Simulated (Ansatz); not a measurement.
Input file:

```yaml
crystal:
  periodic: [false, false, false]
  atoms:
    - {symbol: H, position_ang: [0.000000, 0.000000, -0.969667]}
    - {symbol: H, position_ang: [0.000000, 0.000000, -0.026667]}
    - {symbol: O, position_ang: [0.000000, 0.000000, 0.996333]}
basis:
  gaussian: {orbitals: 6-31G}
magnetization: {spin_polarized: false, initial_magnetization: 2}
correlation: {active_space: {ras: {orbitals: [3, 2, 7], electrons: 8, max_holes: 2, max_particles: 2}, fixed_orbitals: true}}
```

```sh
$ ansatz run in.yaml --threads 1 --pin off --events-out ev --progress --plain --max-ram 2393MiB
```

Log:

```
139 factors; integrals over basis functions are off by at most 6.4e-4 eV
mean field evaluation 1: about -2062.7572 eV, gradient 1.1e1 eV
mean field evaluation 2: about -2062.7596 eV, gradient 1.1e1 eV
mean field evaluation 4: about -2063.2356 eV, gradient 2.2e0 eV
mean field evaluation 8: about -2063.2585 eV, gradient 7.0e-3 eV
mean field evaluation 16: about -2061.0939 eV, gradient 3.0e-2 eV
mean field evaluation 32: about -2061.2051 eV, gradient 1.2e0 eV
mean field -2063.25846441 eV, -75.8233500401 hartree, gradient 1.1e-6 eV, S^2 2.000000; 5 other end points of the search recorded, 0 dependent functions left out
reference -2063.25846441 eV, -75.8233500401 hartree; 6, 4 occupied and 7, 9 virtual orbitals, 139 factors
state -2066.22049185 eV, -75.9322025410 hartree
Total energy: -2066.22049185 eV, -75.9322025410 hartree
```

Natural occupations: 1.9895 1.9840 1.9677 1.0014 0.9947 0.0259 0.0153 0.0095 0.0063 0.0030 0.0022 0.0005.

For the same geometry and basis full CI lies 121.5 meV lower.

Ran on 1 thread of Arm Neoverse N1, shared host: 0.69 s wall, 0.12 GiB peak host memory.
